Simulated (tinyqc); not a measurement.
CCD on RHF in the sto-6g basis, frozen core, for H2F+, spin multiplicity 1, step by step. One step of it, computed by the program tinyqc.

Question. Iteration 1: building the Fock matrix. J_ij = sum D_kl (ij|kl), K_ij = sum D_kl (ik|jl); F = H + J - 0.5 K; E = tr D H + tr D J / 2 - 0.25 tr D K + E_nn.

D at the start:
```
            1F 1s      1F 2s    1F 2px     1F 2py     1F 2pz      2H 1s      3H 1s
1F 1s    2.127600  -0.582909  0.000000  -0.001997  -0.043584   0.081965   0.077856
1F 2s   -0.582909   2.649679  0.000000   0.014768   0.271902  -0.362406  -0.342664
1F 2px   0.000000   0.000000  2.000000   0.000000   0.000000   0.000000   0.000000
1F 2py  -0.001997   0.014768  0.000000   2.319454   0.006242  -0.364571   0.352284
1F 2pz  -0.043584   0.271902  0.000000   0.006242   2.134561  -0.208162  -0.199161
2H 1s    0.081965  -0.362406  0.000000  -0.364571  -0.208162   0.120003   0.004819
3H 1s    0.077856  -0.342664  0.000000   0.352284  -0.199161   0.004819   0.111289
```

core Hamiltonian H = T + V (hartree):
```
             1F 1s       1F 2s     1F 2px     1F 2py     1F 2pz      2H 1s      3H 1s
1F 1s   -41.582049   -9.278113   0.000000  -0.000576  -0.019227  -2.094521  -1.996727
1F 2s    -9.278113  -11.540881   0.000000  -0.005658  -0.217319  -4.406788  -4.252903
1F 2px    0.000000    0.000000  -9.292355   0.000000   0.000000   0.000000   0.000000
1F 2py   -0.000576   -0.005658   0.000000  -9.443915  -0.003112  -2.221139   2.163562
1F 2pz   -0.019227   -0.217319   0.000000  -0.003112  -9.377728  -1.741177  -1.695125
2H 1s    -2.094521   -4.406788   0.000000  -2.221139  -1.741177  -5.861011  -1.959495
3H 1s    -1.996727   -4.252903   0.000000   2.163562  -1.695125  -1.959495  -5.766165
```

Two-electron integrals (ij|kl) in chemists' order, unique and non-zero (hartree):
```
(11|11) 5.406240    (21|11) 0.768129    (21|21) 0.138909    (22|11) 1.266271
(22|21) 0.283987    (22|22) 0.926367    (31|31) 0.029452    (32|31) 0.044681
(32|32) 0.204753    (33|11) 1.266273    (33|21) 0.283987    (33|22) 0.926366
(33|33) 0.998085    (41|41) 0.029452    (42|41) 0.044681    (42|42) 0.204753
(43|43) 0.053789    (44|11) 1.266273    (44|21) 0.283987    (44|22) 0.926366
(44|33) 0.890506    (44|44) 0.998085    (51|51) 0.029452    (52|51) 0.044681
(52|52) 0.204753    (53|53) 0.053789    (54|54) 0.053789    (55|11) 1.266273
(55|21) 0.283987    (55|22) 0.926366    (55|33) 0.890506    (55|44) 0.890506
(55|55) 0.998085    (61|11) 0.184052    (61|21) 0.031886    (61|22) 0.063703
(61|33) 0.063591    (61|41) 0.001101    (61|42) 0.002145    (61|44) 0.063805
(61|51) 0.000827    (61|52) 0.001611    (61|54) 0.000161    (61|55) 0.063712
(61|61) 0.007442    (62|11) 0.433614    (62|21) 0.098554    (62|22) 0.354764
(62|33) 0.349915    (62|41) 0.005656    (62|42) 0.041277    (62|44) 0.359216
(62|51) 0.004248    (62|52) 0.031001    (62|54) 0.006985    (62|55) 0.355161
(62|61) 0.022589    (62|62) 0.162862    (63|31) 0.011352    (63|32) 0.063574
(63|43) 0.008756    (63|53) 0.006576    (63|63) 0.024867    (64|11) 0.223561
(64|21) 0.051564    (64|22) 0.198449    (64|33) 0.189781    (64|41) 0.014021
(64|42) 0.085997    (64|44) 0.212723    (64|51) 0.002004    (64|52) 0.016841
(64|54) 0.010654    (64|55) 0.192844    (64|61) 0.012382    (64|62) 0.111804
(64|64) 0.101316    (65|11) 0.167903    (65|21) 0.038726    (65|22) 0.149043
(65|33) 0.142533    (65|41) 0.002004    (65|42) 0.016841    (65|44) 0.146610
(65|51) 0.012857    (65|52) 0.076222    (65|54) 0.011819    (65|55) 0.157985
(65|61) 0.009299    (65|62) 0.083969    (65|64) 0.057416    (65|65) 0.067989
(66|11) 0.558136    (66|21) 0.129218    (66|22) 0.531548    (66|33) 0.512968
(66|41) 0.010153    (66|42) 0.100736    (66|44) 0.548605    (66|51) 0.007625
(66|52) 0.075656    (66|54) 0.026765    (66|55) 0.533070    (66|61) 0.029900
(66|62) 0.302461    (66|64) 0.241164    (66|65) 0.181123    (66|66) 0.774999
(71|11) 0.175404    (71|21) 0.030391    (71|22) 0.060727    (71|33) 0.060621
(71|41) -0.001051   (71|42) -0.002049   (71|44) 0.060824    (71|51) 0.000788
(71|52) 0.001537    (71|54) -0.000152   (71|55) 0.060735    (71|61) 0.007008
(71|62) 0.020948    (71|64) 0.010423    (71|65) 0.008617    (71|66) 0.027389
(71|71) 0.006760    (72|11) 0.417757    (72|21) 0.094973    (72|22) 0.342454
(72|33) 0.337741    (72|41) -0.005464   (72|42) -0.040087   (72|44) 0.346789
(72|51) 0.004098    (72|52) 0.030065    (72|54) -0.006786   (72|55) 0.342830
(72|61) 0.021176    (72|62) 0.132497    (72|64) 0.061636    (72|65) 0.066424
(72|66) 0.206411    (72|71) 0.020753    (72|72) 0.152477    (73|31) 0.010879
(73|32) 0.061136    (73|43) -0.008482   (73|53) 0.006362    (73|63) 0.019679
(73|73) 0.023138    (74|11) -0.217357   (74|21) -0.050140   (74|22) -0.193306
(74|33) -0.184898   (74|41) 0.013467    (74|42) 0.083016    (74|44) -0.207149
(74|51) -0.001941   (74|52) -0.016410   (74|54) 0.010327    (74|55) -0.187871
(74|61) -0.010640   (74|62) -0.062465   (74|64) -0.009477   (74|65) -0.030556
(74|66) -0.084540   (74|71) -0.011471   (74|72) -0.105633   (74|74) 0.095988
(75|11) 0.163018    (75|21) 0.037605    (75|22) 0.144980    (75|33) 0.138673
(75|41) -0.001941   (75|42) -0.016410   (75|44) 0.142638    (75|51) 0.012335
(75|52) 0.073443    (75|54) -0.011456   (75|55) 0.153627    (75|61) 0.008773
(75|62) 0.066775    (75|64) 0.030350    (75|65) 0.052782    (75|66) 0.115795
(75|71) 0.008604    (75|72) 0.079225    (75|74) -0.054637   (75|75) 0.064116
(76|11) 0.178852    (76|21) 0.041106    (76|22) 0.161391    (76|33) 0.158316
(76|41) -0.000020   (76|42) -0.000222   (76|44) 0.161131    (76|51) 0.002835
(76|52) 0.024949    (76|54) -0.000051   (76|55) 0.164727    (76|61) 0.009337
(76|62) 0.074672    (76|64) 0.044134    (76|65) 0.043898    (76|66) 0.146602
(76|71) 0.008903    (76|72) 0.072526    (76|74) -0.043512   (76|75) 0.042911
(76|76) 0.041929    (77|11) 0.547667    (77|21) 0.126833    (77|22) 0.523245
(77|33) 0.505012    (77|41) -0.009873   (77|42) -0.098895   (77|44) 0.540019
(77|51) 0.007405    (77|52) 0.074172    (77|54) -0.026255   (77|55) 0.524703
(77|61) 0.028202    (77|62) 0.210587    (77|64) 0.085047    (77|65) 0.117452
(77|66) 0.353607    (77|71) 0.027972    (77|72) 0.290613    (77|74) -0.233794
(77|75) 0.175346    (77|76) 0.146602    (77|77) 0.774999
```

nuclear repulsion = 10.77763671 hartree

Give: Coulomb J; exchange K; Fock matrix F; total energy of this density.

Answer.

Coulomb J (hartree):
```
          1F 1s    1F 2s   1F 2px   1F 2py   1F 2pz   2H 1s    3H 1s
1F 1s   21.2701   3.8571   0.0000   0.0002   0.0048  0.8896   0.8479
1F 2s    3.8571  10.0473   0.0000  -0.0002  -0.0024  3.7281   3.5973
1F 2px   0.0000   0.0000  10.0510   0.0000   0.0000  0.0000   0.0000
1F 2py   0.0002  -0.0002   0.0000  10.0450  -0.0003  2.0402  -1.9871
1F 2pz   0.0048  -0.0024   0.0000  -0.0003  10.0461  1.5293   1.4873
2H 1s    0.8896   3.7281   0.0000   2.0402   1.5293  5.3506   1.6507
3H 1s    0.8479   3.5973   0.0000  -1.9871   1.4873  1.6507   5.2646
```

exchange K (hartree):
```
          1F 1s    1F 2s  1F 2px   1F 2py   1F 2pz   2H 1s    3H 1s
1F 1s   11.1780   1.8143  0.0000   0.0001   0.0016  0.4478   0.4272
1F 2s    1.8143   3.2342  0.0000  -0.0001   0.0047  1.0568   1.0176
1F 2px   0.0000   0.0000  2.6925   0.0000   0.0000  0.0000   0.0000
1F 2py   0.0001  -0.0001  0.0000   2.6888  -0.0006  0.4315  -0.4200
1F 2pz   0.0016   0.0047  0.0000  -0.0006   2.6865  0.3230   0.3133
2H 1s    0.4478   1.0568  0.0000   0.4315   0.3230  0.4971   0.3139
3H 1s    0.4272   1.0176  0.0000  -0.4200   0.3133  0.3139   0.4646
```

Fock matrix F (hartree):
```
           1F 1s    1F 2s   1F 2px   1F 2py   1F 2pz    2H 1s    3H 1s
1F 1s   -25.9009  -6.3282   0.0000  -0.0004  -0.0152  -1.4288  -1.3624
1F 2s    -6.3282  -3.1106   0.0000  -0.0058  -0.2221  -1.2071  -1.1644
1F 2px    0.0000   0.0000  -0.5877   0.0000   0.0000   0.0000   0.0000
1F 2py   -0.0004  -0.0058   0.0000  -0.7434  -0.0031  -0.3967   0.3864
1F 2pz   -0.0152  -0.2221   0.0000  -0.0031  -0.6749  -0.3734  -0.3645
2H 1s    -1.4288  -1.2071   0.0000  -0.3967  -0.3734  -0.7590  -0.4657
3H 1s    -1.3624  -1.1644   0.0000   0.3864  -0.3645  -0.4657  -0.7338
```

total energy of this density = -98.593232 hartree
